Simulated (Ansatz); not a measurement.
# C₂HClF+: an energy map over bond length C2–C3 and angle C2–C3–Cl4, part 2 of 2

A grid of calculations on C₂HClF, SMILES F[C+]=CCl, charge +1, to see where the energy is lowest and how it rises around there.

Ansatz 0.2.0; RKS r2SCAN-D4/def2-TZVP. The steps go on from the part before.

## (4) Point bond length C2–C3 = 1.432 Å, angle C2–C3–Cl4 = 98.6°

The input, input.yaml:

```yaml
crystal:
  periodic: [false, false, false]
  atoms:
    - { symbol: F, position_ang: [-0.53465, -0.992126, 1.601067] }
    - { symbol: C, position_ang: [-0.136154, -0.386196, 0.628374] }
    - { symbol: C, position_ang: [0.223775, 0.342784, -0.550466] }
    - { symbol: Cl, position_ang: [-1.353866, 0.643575, -1.158072] }
    - { symbol: H, position_ang: [1.140251, 0.675099, -1.034968] }
total_charge: 1
basis:
  gaussian: { orbitals: def2-TZVP }
hamiltonian:
  xc: r2scan
  dispersion: d4
output:
  forces: true
```

Run with:

```sh
ansatz run input.yaml --threads 1 --pin off --max-ram 2560MiB --backend cpu --events-out ev --progress --plain --runs-dir out
```

Log, cut to the lines that bear on the results:

```text
Warning: RAYON_NUM_THREADS=1 ignored (pool sized by the plan → 1); use --threads N
[...]
Functional definition: r2SCAN
[...]
816 factors; their error is unknown
[...]
mean field -17315.65111879 eV, -636.3384416456 hartree, gradient 2.9e-5 eV, S^2 0.000000; 0 other end points of the search recorded, 0 dependent functions left out
[...]
reference -17315.65112647 eV, -636.3384419278 hartree; 19, 19 occupied and 117, 117 virtual orbitals, 816 factors
Total energy: -17315.66778396 eV, -636.3390540794 hartree
Atom 0 at    -0.534650    -0.992126     1.601067 Å, force    -0.238194    -0.046404     0.059773 eV/Å
Atom 1 at    -0.136154    -0.386196     0.628374 Å, force     2.644274     3.462650    -5.533517 eV/Å
Atom 2 at     0.223775     0.342784    -0.550466 Å, force    -2.494664    -3.208960     5.125015 eV/Å
Atom 3 at    -1.353866     0.643575    -1.158072 Å, force    -0.081048     0.070797    -0.122612 eV/Å
Atom 4 at     1.140251     0.675099    -1.034968 Å, force     0.169632    -0.278082     0.471341 eV/Å
Dipole moment:     0.493937    -0.077755     0.163119 e Å
```

Run time: 2.3 s. Hardware: 1 thread of INTEL XEON PLATINUM 8581C at 2.30GHz (Emerald Rapids), shared host; peak memory 0.16 GiB.

That is 0.66 eV from the zero.

## (5) The run at bond length C2–C3 = 1.297 Å, angle C2–C3–Cl4 = 108.6°

The input, input.yaml:

```yaml
crystal:
  periodic: [false, false, false]
  atoms:
    - { symbol: F, position_ang: [-0.08377, -1.026432, 1.689389] }
    - { symbol: C, position_ang: [0.109821, -0.40003, 0.668495] }
    - { symbol: C, position_ang: [0.213028, 0.272757, -0.43555] }
    - { symbol: Cl, position_ang: [-1.364613, 0.573548, -1.043157] }
    - { symbol: H, position_ang: [1.129504, 0.605072, -0.920052] }
total_charge: 1
basis:
  gaussian: { orbitals: def2-TZVP }
hamiltonian:
  xc: r2scan
  dispersion: d4
output:
  forces: true
```

Run with:

```sh
ansatz run input.yaml --threads 1 --pin off --max-ram 2560MiB --backend cpu --events-out ev --progress --plain --runs-dir out
```

Log, cut to the lines that bear on the results:

```text
Warning: RAYON_NUM_THREADS=1 ignored (pool sized by the plan → 1); use --threads N
[...]
[... 1 set-up line as earlier in the session ...]
[...]
816 factors; their error is unknown
[...]
mean field -17316.29924068 eV, -636.3622596858 hartree, gradient 6.6e-5 eV, S^2 0.000000; 0 other end points of the search recorded, 0 dependent functions left out
[...]
reference -17316.29924838 eV, -636.3622599687 hartree; 19, 19 occupied and 117, 117 virtual orbitals, 816 factors
Total energy: -17316.31591147 eV, -636.3628723259 hartree
Atom 0 at    -0.083770    -1.026432     1.689389 Å, force    -0.016226     0.004474    -0.008460 eV/Å
Atom 1 at     0.109821    -0.400030     0.668495 Å, force     0.133122     0.519516    -0.848884 eV/Å
Atom 2 at     0.213028     0.272757    -0.435550 Å, force    -0.183797    -0.492371     0.800372 eV/Å
Atom 3 at    -1.364613     0.573548    -1.043157 Å, force     0.060021    -0.014346     0.027923 eV/Å
Atom 4 at     1.129504     0.605072    -0.920052 Å, force     0.006880    -0.017273     0.029049 eV/Å
Dipole moment:     0.534025    -0.091447     0.188552 e Å
```

Wall time 2.5 s (1 thread of INTEL XEON PLATINUM 8581C at 2.30GHz (Emerald Rapids), shared host); peak memory 0.16 GiB.

That is 0.008 eV from the zero.

## (6) Grid point bond length C2–C3 = 1.500 Å, angle C2–C3–Cl4 = 113.6°

The input, input.yaml:

```yaml
crystal:
  periodic: [false, false, false]
  atoms:
    - { symbol: F, position_ang: [0.151981, -1.027927, 1.708411] }
    - { symbol: C, position_ang: [0.240515, -0.39841, 0.674994] }
    - { symbol: C, position_ang: [0.229189, 0.378058, -0.608349] }
    - { symbol: Cl, position_ang: [-1.348453, 0.678849, -1.215956] }
    - { symbol: H, position_ang: [1.145664, 0.710373, -1.092851] }
total_charge: 1
basis:
  gaussian: { orbitals: def2-TZVP }
hamiltonian:
  xc: r2scan
  dispersion: d4
output:
  forces: true
```

Run with:

```sh
ansatz run input.yaml --threads 1 --pin off --max-ram 2560MiB --backend cpu --events-out ev --progress --plain --runs-dir out
```

Log, cut to the lines that bear on the results:

```text
Warning: RAYON_NUM_THREADS=1 ignored (pool sized by the plan → 1); use --threads N
[...]
[... 1 set-up line as earlier in the session ...]
[...]
816 factors; their error is unknown
[...]
mean field -17315.30588187 eV, -636.3257544230 hartree, gradient 2.4e-5 eV, S^2 0.000000; 0 other end points of the search recorded, 0 dependent functions left out
[...]
reference -17315.30588978 eV, -636.3257547136 hartree; 19, 19 occupied and 117, 117 virtual orbitals, 816 factors
Total energy: -17315.32224386 eV, -636.3263557148 hartree
Atom 0 at     0.151981    -1.027927     1.708411 Å, force    -0.103088    -0.003660    -0.001414 eV/Å
Atom 1 at     0.240515    -0.398410     0.674994 Å, force     0.250053     3.764000    -6.199219 eV/Å
Atom 2 at     0.229189     0.378058    -0.608349 Å, force    -1.359726    -3.337170     5.416307 eV/Å
Atom 3 at    -1.348453     0.678849    -1.215956 Å, force     1.115446    -0.266046     0.517835 eV/Å
Atom 4 at     1.145664     0.710373    -1.092851 Å, force     0.097315    -0.157124     0.266490 eV/Å
Dipole moment:     0.533207    -0.123214     0.240953 e Å
```

Run time: 2.4 s. Hardware: 1 thread of INTEL XEON PLATINUM 8581C at 2.30GHz (Emerald Rapids), shared host; peak memory 0.16 GiB.

Energy on the map's scale: 1.00 eV.

## (7) Energy over the grid

225 points were computed. Energies in eV, from the relaxed molecule at the same level:

```tsv
angle C2–C3–Cl4 (°) ↓, bond length C2–C3 (Å) →	1.127	1.161	1.195	1.229	1.263	1.297	1.330	1.364	1.398	1.432	1.466	1.500	1.534	1.567	1.601
143.6	1.22	0.79	0.52	0.37	0.33	0.37	0.46	0.62	0.81	1.03	1.27	1.52	1.79	2.04	2.31
138.6	1.20	0.76	0.47	0.31	0.25	0.27	0.35	0.49	0.67	0.88	1.10	1.35	1.60	1.85	2.11
133.6	1.18	0.73	0.43	0.25	0.18	0.19	0.26	0.38	0.55	0.75	0.97	1.21	1.46	1.70	1.96
128.6	1.17	0.70	0.39	0.20	0.12	0.12	0.18	0.30	0.46	0.65	0.87	1.10	1.35	1.59	1.85
123.6	1.15	0.68	0.36	0.16	0.07	0.07	0.13	0.24	0.40	0.59	0.80	1.04	1.28	1.53	1.78
118.6	1.13	0.65	0.33	0.13	0.04	0.03	0.09	0.20	0.36	0.55	0.77	1.00	1.25	1.50	1.76
113.6	1.11	0.63	0.31	0.11	0.02	0.01	0.07	0.19	0.35	0.54	0.76	1.00	1.25	1.51	1.77
108.6	1.10	0.62	0.29	0.10	0.01	0.01	0.07	0.19	0.36	0.56	0.79	1.03	1.29	1.55	1.82
103.6	1.09	0.61	0.29	0.10	0.02	0.02	0.09	0.22	0.39	0.60	0.83	1.09	1.36	1.63	1.91
98.6	1.10	0.62	0.30	0.12	0.04	0.04	0.12	0.26	0.44	0.66	0.90	1.17	1.45	1.73	2.02
93.6	1.13	0.66	0.34	0.15	0.08	0.09	0.17	0.31	0.51	0.73	0.99	1.26	1.55	1.84	2.15
88.6	1.20	0.72	0.41	0.22	0.15	0.16	0.25	0.39	0.59	0.83	1.09	1.37	1.68	1.98	2.29
83.6	1.34	0.85	0.53	0.34	0.26	0.27	0.36	0.51	0.70	0.94	1.21	1.50	1.81	2.12	2.44
78.6	1.58	1.08	0.74	0.54	0.45	0.45	0.53	0.67	0.86	1.10	1.36	1.66	1.97	2.28	2.61
73.6	1.99	1.46	1.10	0.87	0.76	0.74	0.80	0.93	1.10	1.33	1.58	1.86	2.17	2.47	2.80
```

On the same grid, largest force on an atom (eV/Å):

```csv
"angle C2–C3–Cl4 (°) ↓, bond length C2–C3 (Å) →",1.127,1.161,1.195,1.229,1.263,1.297,1.330,1.364,1.398,1.432,1.466,1.500,1.534,1.567,1.601
143.6,15.3,10.4,6.4,3.2,2.4,3.5,4.8,6.0,7.0,7.6,8.1,8.4,8.6,8.6,8.5
138.6,15.3,10.5,6.5,3.5,2.1,2.9,4.2,5.4,6.3,7.0,7.6,7.9,8.1,8.2,8.2
133.6,15.7,10.9,6.9,3.8,1.9,2.3,3.6,4.8,5.8,6.6,7.1,7.5,7.8,7.9,7.9
128.6,16.1,11.2,7.2,4.0,1.7,1.7,3.1,4.4,5.4,6.2,6.8,7.3,7.5,7.7,7.8
123.6,16.4,11.5,7.4,4.2,1.6,1.3,2.7,4.1,5.2,6.0,6.7,7.1,7.4,7.6,7.7
118.6,16.5,11.6,7.5,4.2,1.6,1.0,2.6,4.0,5.1,6.0,6.6,7.1,7.5,7.7,7.8
113.6,16.6,11.6,7.5,4.2,1.4,0.9,2.6,4.1,5.2,6.1,6.8,7.3,7.6,7.8,7.9
108.6,16.5,11.5,7.4,4.0,1.3,1.0,2.8,4.3,5.4,6.3,7.0,7.5,7.8,8.0,8.1
103.6,16.4,11.4,7.2,3.9,1.1,1.3,3.1,4.6,5.7,6.7,7.3,7.8,8.2,8.4,8.5
98.6,16.3,11.4,7.2,3.9,1.1,1.6,3.4,4.9,6.1,7.0,7.7,8.2,8.6,8.8,8.9
93.6,16.5,11.4,7.3,3.9,1.2,2.0,3.8,5.3,6.5,7.5,8.2,8.7,9.0,9.3,9.3
88.6,16.6,11.5,7.4,4.0,1.7,2.3,4.2,5.7,6.9,7.9,8.6,9.2,9.5,9.7,9.8
83.6,16.7,11.7,7.5,4.1,2.4,2.6,4.5,6.1,7.3,8.3,9.0,9.6,10.0,10.2,10.3
78.6,16.9,11.9,7.7,4.4,3.3,3.1,4.8,6.4,7.6,8.6,9.4,10.0,10.3,10.6,10.7
73.6,17.2,12.1,8.0,4.9,4.6,4.4,5.0,6.6,7.8,8.8,9.6,10.2,10.6,10.9,11.0
```

## (8) What came out

What follows sums up all 2 parts.

| quantity | value |
| --- | --- |
| lowest point | bond length C2–C3 = 1.297 Å, angle C2–C3–Cl4 = 108.6°, 0.008 eV |
| highest computed point | bond length C2–C3 = 1.601 Å, angle C2–C3–Cl4 = 73.6°, 2.79 eV above the lowest |
| largest force on an atom (eV/Å) | 0.9 at bond length C2–C3 = 1.297 Å, angle C2–C3–Cl4 = 113.6° to 17.2 at bond length C2–C3 = 1.127 Å, angle C2–C3–Cl4 = 73.6°; 1.0 at the lowest point |
| time for the whole task | 10 min on 1 thread, shared host |

What this shows: The lowest computed point is at bond length C2–C3 = 1.297 Å, angle C2–C3–Cl4 = 108.6°, 0.008 eV from the relaxed molecule at the same level. The grid is coarse, so the lowest point of the scanned range may lie between grid points; coordinates that were held can hide deeper minima. No other kind of well shows on this grid. The highest computed point, bond length C2–C3 = 1.601 Å, angle C2–C3–Cl4 = 73.6°, lies 2.79 eV above the lowest. Round the minimum the valley is somewhat tilted: raising bond length C2–C3 shifts the best value of angle C2–C3–Cl4 upwards (coupling k₁₂/√(k₁₁k₂₂) about −0.1).
